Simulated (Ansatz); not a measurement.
`CCCCC(C)CC` and `CCC(C)CC` differ in one atom or group.

Ansatz, PBE0-D4/def2-TZVP geometries, multiplicity 1. Each molecule was computed in one conformer, which needn't be the lowest.

| property | `CCCCC(C)CC` |
| --- | --- |
| size of the dipole moment (PBE/def2-TZVPP) / D | 0.08 |
| LUMO energy (PBE0/def2-TZVPP) / eV | 1.13 |
| HOMO–LUMO gap (PBE/def2-TZVPP) / eV | 7.50 |
| HOMO energy (PBE0/def2-TZVPP) / eV | -8.50 |
| HOMO energy (ωB97M-V/def2-TZVPP) / eV | -10.80 |
| LUMO energy (PBE/def2-TZVPP) / eV | 0.33 |

Task: Give the same properties after the change, and the shifts. (Estimate.)

Result: Computed: 
```tsv
property	`CCC(C)CC`	shift
size of the dipole moment (PBE/def2-TZVPP) / D	0.11	0.03
LUMO energy (PBE0/def2-TZVPP) / eV	1.16	0.03
HOMO–LUMO gap (PBE/def2-TZVPP) / eV	7.61	0.11
HOMO energy (PBE0/def2-TZVPP) / eV	-8.58	-0.08
HOMO energy (ωB97M-V/def2-TZVPP) / eV	-10.87	-0.07
LUMO energy (PBE/def2-TZVPP) / eV	0.37	0.04
```

Dipoles are sizes alone; their direction can turn.
